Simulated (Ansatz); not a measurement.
## SnH4⁺, quartet: reading a ladder of total energies

Geometry: that of the SnH4⁺, doublet, kept fixed. The doublet lies 5.8 eV lower here.

```xyz
5

Sn    0.0000    0.0000    0.0000
H     0.5761    1.1516    1.1503
H    -0.5821   -1.1483    1.1506
H    -0.5743    1.1492   -1.1536
H     0.5802   -1.1525   -1.1473
```

Basis def2-SVP with its core potentials; Ansatz 0.2.0. Correlated methods freeze the noble-gas cores and the filled d shells of p-block atoms, which leaves 7 electrons in 37 orbitals. Prefix R: restricted or restricted open-shell reference; prefix U: unrestricted. No spin–orbit coupling is included; scalar relativity enters through the core potentials alone.

Full CI isn't at hand for all of this; UCCSDT(Q) serves as the reference, and is uncertain by about the last step of the cluster series.

Runs differ by some tens of microhartree through their thresholds and, for an open shell, their frozen cores, so steps under 0.03 kcal/mol mean nothing.

```csv
level,total energy (hartree)
UHF,-215.061096
UMP2,-215.126552
UCCSD,-215.150264
UCCSD(T),-215.152445
UCCSDT,-215.153298
UCCSDT(Q),-215.153378
```

**Question.** What is the correlation energy at UCCSDT(Q), and what share of it do UMP2 and UCCSDT recover?

**Answer.** E(corr) = -215.153378 − (-215.061096) = -0.092282 hartree = -2.511 eV. UMP2: -0.065456 / -0.092282 = 70.93 %. UCCSDT: -0.092202 / -0.092282 = 99.91 %.

**Question.** By how many kcal/mol does UCCSD(T) miss UCCSDT(Q) (1 hartree = 627.509 kcal/mol), and which steps make up the rest?

**Answer.** -215.152445 − (-215.153378) = 0.000933 hartree = 0.59 kcal/mol. Steps: UCCSDT − UCCSD(T) = -0.54, UCCSDT(Q) − UCCSDT = -0.05 kcal/mol. That is within 1 kcal/mol of the reference in this basis, which itself misses far more of the correlation at the basis-set limit.
